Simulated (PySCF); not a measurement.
# A barrier at the coupled-cluster level

Start structure (SiH$_{4}$O, singlet), relaxed at PBE0-D4/def2-TZVP:

Si1  (-1.039, 0.559, -0.363)
H2  (1.411, 0.088, -0.907)
O3  (0.965, 0.194, -0.061)
H4  (-1.276, -0.951, -0.265)
H5  (-1.156, 0.744, 1.144)
H6  (1.097, -0.614, 0.447)
(Å)

The step: SiH₂ + H₂O → SiH₄O ([OH][SiH3]); bonds formed: Si1–H2; dative contacts that become bonds: Si1–O3; bonds broken: H2–O3. Computed with PySCF 2.14 with density fitting (its default auxiliary sets; JK sets also for MP2 and CCSD(T)) (basis: def2-TZVPP and def2-QZVPP); correlated methods freeze the cores. Extrapolation: Hartree–Fock as exp(−7.88 √X), correlation as X^−2.97. Energies below are by CCSD(T) at an estimated basis limit (MP2 extrapolated from triple and quadruple zeta, plus CCSD(T) − MP2 in triple zeta).

(1) What are the electronic barrier and the energy of the step, from the start structure to the end structure? (To be estimated.)

No T1 diagnostic of these runs exceeds 0.016. The restricted Hartree–Fock reference is unstable towards an unrestricted one at one or more of these structures.

Answers

(1) The calculation gives: Barrier 97.1 kJ/mol; step energy -247.7 kJ/mol (downhill); reverse barrier, their difference, 344.8 kJ/mol. Barrier and step energy count from the start structure, the reverse barrier from the end structure.

The saddle point: One imaginary mode of 1526i cm⁻¹.
| pair | start (Å) | saddle (Å) | end (Å) |
| --- | --- | --- | --- |
| Si1–H2 | 2.55 | 1.63 | 1.49 |
| Si1–O3 | 2.06 | 1.90 | 1.65 |
| H2–O3 | 0.96 | 1.26 | 2.60 |

Zero-point energy (harmonic, PBE0-D4): ZPE is 104.1 kJ/mol at the start and 90.8 kJ/mol at the saddle, so the barrier goes from 97.1 to 83.8 kJ/mol.

First-order rate constant out of the start structure at 498 K by transition-state theory, with harmonic vibrational free energies alone and no tunnelling: ΔA‡ = 88.4 kJ/mol, so k = (kB T/h) exp(−ΔA‡/kB T) ≈ 10^4 s⁻¹ (an order of magnitude at best: rotation, the number of equivalent paths and anharmonicity are left out).

Losses and insertions of silylenes and their heavier kin drive the gas-phase chemistry of silicon and germanium vapour deposition.

Labels in which every atom is bracketed show which atoms are joined, not bond orders.

For scale, one of the runs: CCSD(T)/def2-TZVPP, 129 basis functions, launched by `OMP_NUM_THREADS=4 python run.py`. The run took about 31 s on 4 CPU threads of a Oxide Virtual Turin-like (shared host).
